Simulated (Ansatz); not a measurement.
Mulliken charges of C$_{2}$HF$_{2}$ (`[CH]=C(F)F`) radical from r2SCAN/def2-TZVPP in Ansatz (PBE0-D4/def2-TZVP geometry).

```json
{"atom": "C1", "x (Å)": "-0.028", "y (Å)": "0.913", "z (Å)": "-0.015", "charge (e)": "-0.227"}
{"atom": "C2", "x (Å)": "0.164", "y (Å)": "-0.366", "z (Å)": "0.125", "charge (e)": "0.387"}
{"atom": "F3", "x (Å)": "1.044", "y (Å)": "-0.912", "z (Å)": "0.933", "charge (e)": "-0.157"}
{"atom": "F4", "x (Å)": "-0.493", "y (Å)": "-1.313", "z (Å)": "-0.520", "charge (e)": "-0.159"}
{"atom": "H5", "x (Å)": "-0.637", "y (Å)": "1.604", "z (Å)": "-0.563", "charge (e)": "0.156"}
```

Question: By hand: the dipole of these point charges (1 e Å = 4.8032 D).

Answer: Σ q r = (-0.115, 0.253, -0.100) e Å, of length 0.295 e Å = 1.42 D.

Question: How does the dipole of the full density compare? (Estimate.)

Answer: Computed: (-0.111, 0.175, -0.098) e Å, 1.10 D; the point charges give 1.29 times that, at 9° from its direction.

Point charges leave out the atoms' own dipoles, such as those of lone pairs, and Mulliken's split depends on the basis, so the two needn't agree.
